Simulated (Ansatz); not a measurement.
# C2H5O: the cost of one run

Method: UKS BLYP/6-31G*, in Ansatz 0.2.0.

**1. The structure to begin with**

Bond lengths: C2–C3 1.299 Å, C2–H5 1.070 Å, C3–H6 1.078 Å, C3–H7 1.084 Å, O4–H8 0.958 Å. Angles: C2–C3–H6 122.9°, C2–C3–H7 122.2°, H6–C3–H7 114.9°, C3–C2–H5 131.8°.

Structure file:

```xyz
8

H    -0.6941   -0.6658   -0.2806
C     0.3444    0.2143   -0.5764
C     0.6737    1.0977    0.3165
O    -1.5781   -1.5279    0.0237
H     0.7281    0.0119   -1.5545
H     0.1848    1.1714    1.2742
H     1.4754    1.8097    0.1571
H    -1.1343   -2.1113    0.6399
```

**2. Run 1**

150 steps of 0.5 fs at constant energy, with velocities drawn for 300 K.

input.yaml

```yaml
crystal:
  periodic: [false, false, false]
  atoms:
    - { symbol: H, position_ang: [-0.6941, -0.6658, -0.2806] }
    - { symbol: C, position_ang: [0.3444, 0.2143, -0.5764] }
    - { symbol: C, position_ang: [0.6737, 1.0977, 0.3165] }
    - { symbol: O, position_ang: [-1.5781, -1.5279, 0.0237] }
    - { symbol: H, position_ang: [0.7281, 0.0119, -1.5545] }
    - { symbol: H, position_ang: [0.1848, 1.1714, 1.2742] }
    - { symbol: H, position_ang: [1.4754, 1.8097, 0.1571] }
    - { symbol: H, position_ang: [-1.1343, -2.1113, 0.6399] }
magnetization:
  spin_polarized: true
  initial_magnetization: 1
basis:
  gaussian: { orbitals: "6-31G*" }
hamiltonian:
  xc: blyp
md:
  timestep: 0.5
  n_steps: 150
  ensemble: nve
  temperature: 300.0
  initial_velocities: maxwell_boltzmann
  seed: 303199
```

Run with:

```sh
> ansatz run input.yaml --threads 1 --pin off --max-ram 2048MiB --backend cpu --events-out ev --progress --plain --runs-dir out
```

**Question.** How long does this run take on 1 thread of Arm Neoverse V1, shared host, and how much memory does it need?

About 4.7 min, with a peak of 0.11 GiB.
